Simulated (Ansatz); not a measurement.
Ansatz (an electronic-structure program) input (B3LYP-D3(BJ)/def2-TZVP):

Ansatz 0.2 input:
```yaml
crystal:
  periodic: [false, false, false]
  atoms:
    - {symbol: C, position_ang: [-0.01997157, 0.08912952, 0.28340208]}
    - {symbol: C, position_ang: [-0.02706980, 0.24171307, 1.49413344]}
    - {symbol: C, position_ang: [0.00838552, -0.08122893, -1.05647271]}
    - {symbol: H, position_ang: [0.01775518, 0.16686162, 2.53935864]}
    - {symbol: H, position_ang: [0.95327374, -0.15927753, -1.56445501]}
    - {symbol: H, position_ang: [-0.89655586, -0.20286053, -1.62257777]}
basis:
  gaussian:
    orbitals: def2-TZVP
hamiltonian:
  xc: b3lyp
  dispersion: d3bj
magnetization: {spin_polarized: true, initial_magnetization: 1}
relax: {f_tol: 0.002, max_steps: 150}
```

Output:

```
Functional definition: B3LYP
integrals: 0.02 GiB planned
672 factors; their error is unknown
mean field: 0.35 GiB planned
mean field evaluation 1: about -3152.0810 eV, gradient 3.4e1 eV
mean field evaluation 2: about -3150.9647 eV, gradient 3.6e1 eV
mean field evaluation 4: about -3157.8560 eV, gradient 3.5e0 eV
mean field evaluation 8: about -3157.9155 eV, gradient 3.0e-1 eV
mean field evaluation 16: about -3157.9160 eV, gradient 3.9e-5 eV
mean field -3157.91600612 eV, -116.0512727124 hartree, gradient 3.9e-5 eV, S^2 0.770823; 0 other end points of the search recorded, 0 dependent functions left out
the calculation of the forces begins
reference -3157.91622395 eV, -116.0512807175 hartree; 11, 10 occupied and 100, 101 virtual orbitals, 672 factors
relax step   1: F+E_penalty+E_count = -3158.05221142 eV  Δ(F+E_penalty+E_count) = +0.000e0 eV  max|allowed force component| = 5.846e-1 eV/Å  Δτ_max = 0.0000 Å  (32 SCF iters, accepted)
these checks for a lower state are left out or cut short: starts, cluster_reference, orbital_swaps, neighbouring_geometries, increment
integrals: 0.02 GiB planned
672 factors; their error is unknown
mean field: 0.35 GiB planned
mean field -3157.70457492 eV, -116.0435027593 hartree, gradient 1.6e-5 eV, S^2 0.772763; 0 other end points of the search recorded, 0 dependent functions left out
the calculation of the forces begins
reference -3157.70480025 eV, -116.0435110399 hartree; 11, 10 occupied and 100, 101 virtual orbitals, 672 factors
relax step   2: F+E_penalty+E_count = -3157.84011988 eV  Δ(F+E_penalty+E_count) = +2.121e-1 eV  max|allowed force component| = 1.594e0 eV/Å  Δτ_max = 0.1961 Å  (41 SCF iters, rejected (line search))
these checks for a lower state are left out or cut short: starts, cluster_reference, orbital_swaps, neighbouring_geometries, increment
integrals: 0.02 GiB planned
672 factors; their error is unknown
mean field: 0.35 GiB planned
mean field evaluation 32: about -3157.9386 eV, gradient 2.6e-5 eV
mean field -3157.93863132 eV, -116.0521041733 hartree, gradient 2.6e-5 eV, S^2 0.770231; 0 other end points of the search recorded, 0 dependent functions left out
the calculation of the forces begins
reference -3157.93884925 eV, -116.0521121821 hartree; 11, 10 occupied and 100, 101 virtual orbitals, 672 factors
relax step   3: F+E_penalty+E_count = -3158.07404908 eV  Δ(F+E_penalty+E_count) = -2.184e-2 eV  max|allowed force component| = 6.395e-1 eV/Å  Δτ_max = 0.0981 Å  (37 SCF iters, accepted)
these checks for a lower state are left out or cut short: starts, cluster_reference, orbital_swaps, neighbouring_geometries, increment
integrals: 0.02 GiB planned
672 factors; their error is unknown
mean field: 0.35 GiB planned
mean field -3157.92501109 eV, -116.0516036392 hartree, gradient 1.4e-5 eV, S^2 0.770260; 0 other end points of the search recorded, 0 dependent functions left out
the calculation of the forces begins
reference -3157.92523083 eV, -116.0516117145 hartree; 11, 10 occupied and 100, 101 virtual orbitals, 672 factors
relax step   4: F+E_penalty+E_count = -3158.06065774 eV  Δ(F+E_penalty+E_count) = +1.339e-2 eV  max|allowed force component| = 3.982e-1 eV/Å  Δτ_max = 0.0670 Å  (36 SCF iters, rejected (line search))
these checks for a lower state are left out or cut short: starts, cluster_reference, orbital_swaps, neighbouring_geometries, increment
integrals: 0.02 GiB planned
672 factors; their error is unknown
mean field: 0.35 GiB planned
mean field -3157.94497069 eV, -116.0523371408 hartree, gradient 1.2e-5 eV, S^2 0.770168; 0 other end points of the search recorded, 0 dependent functions left out
the calculation of the forces begins
reference -3157.94518846 eV, -116.0523451437 hartree; 11, 10 occupied and 100, 101 virtual orbitals, 672 factors
relax step   5: F+E_penalty+E_count = -3158.08057499 eV  Δ(F+E_penalty+E_count) = -6.526e-3 eV  max|allowed force component| = 1.300e-1 eV/Å  Δτ_max = 0.0180 Å  (38 SCF iters, accepted)
these checks for a lower state are left out or cut short: starts, cluster_reference, orbital_swaps, neighbouring_geometries, increment
integrals: 0.02 GiB planned
672 factors; their error is unknown
mean field: 0.35 GiB planned
mean field -3157.94480947 eV, -116.0523312161 hartree, gradient 9.1e-6 eV, S^2 0.769849; 0 other end points of the search recorded, 0 dependent functions left out
the calculation of the forces begins
reference -3157.94502720 eV, -116.0523392175 hartree; 11, 10 occupied and 100, 101 virtual orbitals, 672 factors
relax step   6: F+E_penalty+E_count = -3158.08042795 eV  Δ(F+E_penalty+E_count) = +1.470e-4 eV  max|allowed force component| = 2.299e-1 eV/Å  Δτ_max = 0.0035 Å  (38 SCF iters, rejected (line search))
these checks for a lower state are left out or cut short: starts, cluster_reference, orbital_swaps, neighbouring_geometries, increment
integrals: 0.02 GiB planned
672 factors; their error is unknown
mean field: 0.35 GiB planned
mean field -3157.94508177 eV, -116.0523412228 hartree, gradient 1.2e-5 eV, S^2 0.770083; 0 other end points of the search recorded, 0 dependent functions left out
the calculation of the forces begins
reference -3157.94529952 eV, -116.0523492250 hartree; 11, 10 occupied and 100, 101 virtual orbitals, 672 factors
relax step   7: F+E_penalty+E_count = -3158.08067987 eV  Δ(F+E_penalty+E_count) = -1.049e-4 eV  max|allowed force component| = 1.569e-2 eV/Å  Δτ_max = 0.0017 Å  (38 SCF iters, accepted)
these checks for a lower state are left out or cut short: starts, cluster_reference, orbital_swaps, neighbouring_geometries, increment
integrals: 0.02 GiB planned
672 factors; their error is unknown
mean field: 0.35 GiB planned
mean field evaluation 64: about -3157.9451 eV, gradient 2.0e-4 eV
mean field -3157.94508496 eV, -116.0523413403 hartree, gradient 1.4e-5 eV, S^2 0.770072; 0 other end points of the search recorded, 0 dependent functions left out
the calculation of the forces begins
reference -3157.94530271 eV, -116.0523493424 hartree; 11, 10 occupied and 100, 101 virtual orbitals, 672 factors
relax step   8: F+E_penalty+E_count = -3158.08068238 eV  Δ(F+E_penalty+E_count) = -2.505e-6 eV  max|allowed force component| = 2.587e-4 eV/Å  Δτ_max = 0.0005 Å  (37 SCF iters, accepted)
integrals: 0.02 GiB planned
672 factors; their error is unknown
mean field: 0.35 GiB planned
mean field -3157.94508496 eV, -116.0523413403 hartree, gradient 1.3e-5 eV, S^2 0.770072; 1 other end points of the search recorded, 0 dependent functions left out
the calculation of the forces begins
reference -3157.94530271 eV, -116.0523493424 hartree; 11, 10 occupied and 100, 101 virtual orbitals, 672 factors
Total energy: -3158.08090013 eV, -116.0573324556 hartree
Atom 0 at     0.003316     0.036763     0.293826 Å, force    -0.000154     0.000026     0.000097 eV/Å
Atom 1 at    -0.008250     0.156261     1.508519 Å, force     0.000212    -0.000011    -0.000259 eV/Å
Atom 2 at     0.016174    -0.096776    -1.063610 Å, force     0.000002    -0.000088    -0.000084 eV/Å
Atom 3 at    -0.018216     0.260233     2.565278 Å, force    -0.000088     0.000013     0.000209 eV/Å
Atom 4 at     0.949832    -0.131683    -1.608430 Å, force    -0.000048     0.000029     0.000020 eV/Å
Atom 5 at    -0.907039    -0.170461    -1.622194 Å, force     0.000076     0.000031     0.000016 eV/Å
Dipole moment:     0.000189    -0.001849    -0.018756 e Å
```

It need not be the lowest isomer of its formula.
